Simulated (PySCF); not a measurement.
# H5NSSi: magnetic properties

Wanted: magnetic properties for H5NSSi (`N[SiH2]S`).

Computed with PySCF 2.14.0 and routines of our own; the level stands in each step. Atoms count from 0.

### 1 The starting structure

8 atoms, charge 0, multiplicity 1; geometry from: GFN2-xTB.

### 2 Magnetic properties: GIAO BHandHLYP/pcSseg-1

What the job is given:

```
{"job": {"kind": "mag", "xc": "BHandHLYP", "basis": "pcSseg-1", "isotopologues": 4}, "charge": 0, "multiplicity": 1}
N     -0.896707    -0.731254     0.334529
Si     0.117864     0.650947     0.235059
S      1.393016     0.302140    -1.461740
H     -1.562509    -0.799315     1.086305
H     -1.281546    -1.127067    -0.509392
H     -0.482115     1.942693    -0.076178
H      0.914384     0.668528     1.453205
H      1.806672    -0.897259    -1.086353
```

Level: GIAO BHandHLYP/pcSseg-1 magnetisability, rotational g tensor and spin-rotation constants, non-relativistic, gas phase.

Started as:

```sh
$ OMP_NUM_THREADS=1 python excited_run.py task.json out
```

This one command runs all jobs of the session in turn.

Standard output:

```text
coarse grid: 7416 points
cycle   1  E = -745.3707034651  dE =  1.082e-01  |g| = 3.825e-01  |ddm| = 2.447e+00
cycle   2  E = -745.3834150089  dE = -1.271e-02  |g| = 3.426e-01  |ddm| = 6.300e-01
cycle   3  E = -745.4078319926  dE = -2.442e-02  |g| = 3.919e-02  |ddm| = 2.922e-01
cycle   4  E = -745.4081600387  dE = -3.280e-04  |g| = 1.630e-02  |ddm| = 5.507e-02
cycle   5  E = -745.4082263890  dE = -6.635e-05  |g| = 2.540e-03  |ddm| = 1.974e-02
cycle   6  E = -745.4082279188  dE = -1.530e-06  |g| = 3.641e-04  |ddm| = 3.454e-03
final grid: 61528 points
cycle   7  E = -745.4176991591  dE = -3.053e-06  |g| = 2.066e-03  |ddm| = 5.048e-03
cycle   8  E = -745.4176991260  dE =  3.310e-08  |g| = 2.129e-03  |ddm| = 3.290e-03
cycle   9  E = -745.4177000307  dE = -9.047e-07  |g| = 1.298e-04  |ddm| = 1.525e-03
cycle  10  E = -745.4177000343  dE = -3.612e-09  |g| = 3.772e-05  |ddm| = 1.735e-04
cycle  11  E = -745.4177000347  dE = -4.186e-10  |g| = 7.168e-06  |ddm| = 6.070e-05
converged SCF energy = -745.4177000347

Magnetisability tensor (1e-30 J/T^2)
     -864.09      -16.27        4.23
      -16.27     -896.99       -1.73
        4.23       -1.73     -851.81
isotropic -870.96   principal values    -903.67   -859.97   -849.25
isotropic susceptibility -52.451 1e-6 cm^3/mol

Inertial axes            a          b          c
rot. const./GHz     15.9353     4.0100     3.3899
chi total           -52.215    -53.818    -51.318
chi diamagnetic    -153.572   -361.630   -416.239
chi paramagnetic    101.357    307.812    364.921
quadrupole/D A        1.251      0.745     -1.996
g nuclear            0.6930     0.5669     0.5688
g electronic        -0.7588    -0.5799    -0.5812
g total             -0.0658    -0.0130    -0.0124

Spin-rotation constants (kHz, H = +C I.J)
atom  isotope        aa         bb         cc
  0    14N        0.326      0.154      0.144
  3     1H        0.032     -0.469     -0.442
  4     1H       -1.884     -0.133     -0.307
  5     1H       -1.399     -0.173      0.003
  6     1H       -1.367     -0.248      0.066
  7     1H       -1.941     -0.308     -0.165
  1   29Si*      -9.066     -2.317     -2.100
  2    33S*       2.616      0.430      0.573
* in the singly substituted isotopologue

Isotopologues: g along a, b, c
2H    at 3,4,5,6,7         -0.0479    -0.0119    -0.0112
15N   at 0                 -0.0645    -0.0129    -0.0123
30Si  at 1                 -0.0644    -0.0130    -0.0123
34S   at 2                 -0.0658    -0.0123    -0.0119
```

Run time: 2.7 s. Hardware: 1 thread of AMD EPYC 9R45, shared host; peak memory 0.43 GiB.

In short:

| quantity | value |
| --- | --- |
| magnetisability | -871·10⁻³⁰ J/T² |
| molar susceptibility | -52.5·10⁻⁶ cm³/mol |
| rotational g (a, b, c) | -0.0658, -0.0130, -0.0124 |

### 3 Magnetic properties: GIAO HF/6-311+G(2d,p)

The job, as its differences from that of step 2:

```diff
@@ -1,2 +1,2 @@
-{"job": {"kind": "mag", "xc": "BHandHLYP", "basis": "pcSseg-1", "isotopologues": 4}, "charge": 0, "multiplicity": 1}
+{"job": {"kind": "mag", "xc": "HF", "basis": "6-311+G(2d,p)", "scf": {"conv": 1e-08}}, "charge": 0, "multiplicity": 1}
 N     -0.896707    -0.731254     0.334529
```

Level: GIAO HF/6-311+G(2d,p) magnetisability, rotational g tensor and spin-rotation constants, non-relativistic, gas phase.

Standard output:

```text
final grid: 61528 points
cycle   1  E = -743.8762497759  dE =  7.418e-02  |g| = 3.491e-01  |ddm| = 2.086e+00
cycle   2  E = -743.9157269268  dE = -3.948e-02  |g| = 1.208e-01  |ddm| = 4.581e-01
cycle   3  E = -743.9197984481  dE = -4.072e-03  |g| = 4.103e-02  |ddm| = 1.259e-01
cycle   4  E = -743.9204471798  dE = -6.487e-04  |g| = 1.074e-02  |ddm| = 5.556e-02
cycle   5  E = -743.9205010192  dE = -5.384e-05  |g| = 3.551e-03  |ddm| = 1.756e-02
cycle   6  E = -743.9205077298  dE = -6.711e-06  |g| = 1.104e-03  |ddm| = 6.982e-03
cycle   7  E = -743.9205085653  dE = -8.354e-07  |g| = 2.500e-04  |ddm| = 3.057e-03
cycle   8  E = -743.9205086146  dE = -4.937e-08  |g| = 4.479e-05  |ddm| = 8.097e-04
cycle   9  E = -743.9205086162  dE = -1.549e-09  |g| = 1.525e-05  |ddm| = 1.235e-04
converged SCF energy = -743.9205086162

Magnetisability tensor (1e-30 J/T^2)
     -864.68      -11.00        6.55
      -11.00     -902.97        1.27
        6.55        1.27     -852.21
isotropic -873.29   principal values    -906.07   -864.60   -849.19
isotropic susceptibility -52.591 1e-6 cm^3/mol

Inertial axes            a          b          c
rot. const./GHz     15.9353     4.0100     3.3899
chi total           -52.355    -53.835    -51.583
chi diamagnetic    -153.865   -361.623   -416.282
chi paramagnetic    101.511    307.789    364.700
quadrupole/D A        1.562      0.548     -2.109
g nuclear            0.6930     0.5669     0.5688
g electronic        -0.7599    -0.5798    -0.5808
g total             -0.0670    -0.0129    -0.0120

Spin-rotation constants (kHz, H = +C I.J)
atom  isotope        aa         bb         cc
  0    14N        0.371      0.152      0.129
  3     1H        0.080     -0.480     -0.461
  4     1H       -1.943     -0.124     -0.310
  5     1H       -1.439     -0.180     -0.002
  6     1H       -1.424     -0.258      0.066
  7     1H       -1.988     -0.317     -0.171
  1   29Si*      -8.691     -2.178     -1.951
  2    33S*       2.602      0.416      0.534
* in the singly substituted isotopologue
```

It took 1.9 s on 1 thread of AMD EPYC 9R45, shared host; peak memory 0.52 GiB.

In short:

| quantity | value |
| --- | --- |
| magnetisability | -873·10⁻³⁰ J/T² |
| molar susceptibility | -52.6·10⁻⁶ cm³/mol |
| rotational g (a, b, c) | -0.0670, -0.0129, -0.0120 |

### 4 Magnetic properties: common gauge origin OPBE/6-31G*

The job, as its differences from that of step 3:

```diff
@@ -1,2 +1,2 @@
-{"job": {"kind": "mag", "xc": "HF", "basis": "6-311+G(2d,p)", "scf": {"conv": 1e-08}}, "charge": 0, "multiplicity": 1}
+{"job": {"kind": "mag", "xc": "OPBE", "basis": "6-31G*", "scf": {"conv": 1e-11}, "gauge": [0, 0, 0]}, "charge": 0, "multiplicity": 1}
 N     -0.896707    -0.731254     0.334529
```

With the program's defaults for keys left out, this is: common gauge origin OPBE/6-31G* magnetisability, rotational g tensor and spin-rotation constants, non-relativistic, gas phase.

Standard output:

```text
final grid: 61528 points
cycle   1  E = -745.2878838056  dE =  1.339e-01  |g| = 4.886e-01  |ddm| = 2.533e+00
cycle   2  E = -745.1900748657  dE =  9.781e-02  |g| = 7.963e-01  |ddm| = 1.394e+00
cycle   3  E = -745.3455328236  dE = -1.555e-01  |g| = 8.669e-02  |ddm| = 9.377e-01
cycle   4  E = -745.3477898710  dE = -2.257e-03  |g| = 2.413e-02  |ddm| = 1.584e-01
cycle   5  E = -745.3479825274  dE = -1.927e-04  |g| = 6.240e-03  |ddm| = 4.605e-02
cycle   6  E = -745.3479961152  dE = -1.359e-05  |g| = 1.645e-03  |ddm| = 1.146e-02
cycle   7  E = -745.3479970602  dE = -9.451e-07  |g| = 2.357e-04  |ddm| = 2.680e-03
cycle   8  E = -745.3479970787  dE = -1.845e-08  |g| = 5.877e-05  |ddm| = 4.465e-04
cycle   9  E = -745.3479970799  dE = -1.246e-09  |g| = 9.097e-06  |ddm| = 1.213e-04
cycle  10  E = -745.3479970800  dE = -2.569e-11  |g| = 1.915e-06  |ddm| = 1.848e-05
cycle  11  E = -745.3479970800  dE = -2.501e-12  |g| = 4.479e-07  |ddm| = 3.105e-06
converged SCF energy = -745.3479970800

Magnetisability tensor (1e-30 J/T^2)
    -2769.01      201.86    -1205.88
      201.86    -3868.20       24.36
    -1205.88       24.36    -2900.64
isotropic -3179.28   principal values   -4136.21  -3782.01  -1619.63
isotropic susceptibility -191.461 1e-6 cm^3/mol

Inertial axes            a          b          c
rot. const./GHz     15.9353     4.0100     3.3899
chi total           -99.057   -226.601   -248.725
chi diamagnetic    -151.552   -359.614   -414.070
chi paramagnetic     52.495    133.012    165.345
quadrupole/D A        1.333      0.834     -2.167
g nuclear            0.6930     0.5669     0.5688
g electronic        -0.3930    -0.2506    -0.2633
g total              0.3000     0.3163     0.3054

Spin-rotation constants (kHz, H = +C I.J)
atom  isotope        aa         bb         cc
  0    14N        0.248      0.158      0.060
  3     1H       -1.188      1.409      0.765
  4     1H        0.063     -0.875     -0.613
  5     1H        1.238     -0.651      0.002
  6     1H        0.733     -0.495      0.057
  7     1H       -0.914     -0.973     -0.619
  1   29Si*      -9.253     -2.070     -1.946
  2    33S*       3.046      0.415      0.525
* in the singly substituted isotopologue
```

Run time: 1.8 s. Hardware: 1 thread of AMD EPYC 9R45, shared host; peak memory 0.43 GiB.

The run ended normally, but its values are not to be used for the molecule: a common gauge origin replaces GIAOs, so the magnetic properties depend on where the origin lies.

### 5 Magnetic properties side by side

| level | ξ (10⁻³⁰ J/T²) | g(a) | g(b) | gap (eV) | functions | time |
| --- | --- | --- | --- | --- | --- | --- |
| GIAO BHandHLYP/pcSseg-1 | -871 | -0.0658 | -0.0130 | 9.76 | 90 | 2.7 s |
| GIAO HF/6-311+G(2d,p) | -873 | -0.0670 | -0.0129 | 11.66 | 127 | 1.9 s |

### 6 Results

| quantity | value |
| --- | --- |
| magnetisability (step 2, GIAO BHandHLYP/pcSseg-1) | -871·10⁻³⁰ J/T² |
| molar susceptibility (step 2, GIAO BHandHLYP/pcSseg-1) | -52.5·10⁻⁶ cm³/mol |
| rotational g (a, b, c) (step 2, GIAO BHandHLYP/pcSseg-1) | -0.0658, -0.0130, -0.0124 |
| magnetisability over the levels | -873 to -871·10⁻³⁰ J/T² |
| runs | 0 failed, 1 ended on unsound input |

The magnetisability spreads by 0.3 % over 2 levels, from GIAO HF/6-311+G(2d,p) (1.9 s) to GIAO BHandHLYP/pcSseg-1 (2.7 s); the runs took 1.9 s to 2.7 s. Two levels can agree by chance, so this spread shows no convergence. Vibrational averaging and real surroundings are missing from these values.
